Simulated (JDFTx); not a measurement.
An input for JDFTx (a modified build) (Be (SMILES [Be]), charge 0, multiplicity 1; bohr, hartree):

```
lattice \
  9.4486306231 0.0000000000 0.0000000000 \
  0.0000000000 9.4486306231 0.0000000000 \
  0.0000000000 0.0000000000 9.4486306231
coords-type Cartesian
ion Be 0.0000000000 0.0000000000 0.0000000000 0
ion-species pseudo/be_pbe_v1.4.upf
elec-cutoff 20 100
elec-ex-corr gga-PBE
symmetries none
coulomb-interaction Isolated
coulomb-truncation-embed 0 0 0
elec-n-bands 2
electronic-minimize nIterations 150 energyDiffThreshold 1e-7
dump-name s0.$VAR
dump End State Ecomponents EigStats BandEigs Forces ElecDensity IonicPositions
```

What happens when this is run, and what should be changed?

It stops during set-up with
```
Atom 1 lies within the margin of 5 bohrs from the truncation boundary.
Expand unit cell, or if absolutely sure, reduce coulomb-truncation-ion-margin.
Failed.
```
The box is too small for the truncated Coulomb interaction: enlarge the cell, or lower coulomb-truncation-ion-margin if the density is known to be confined.
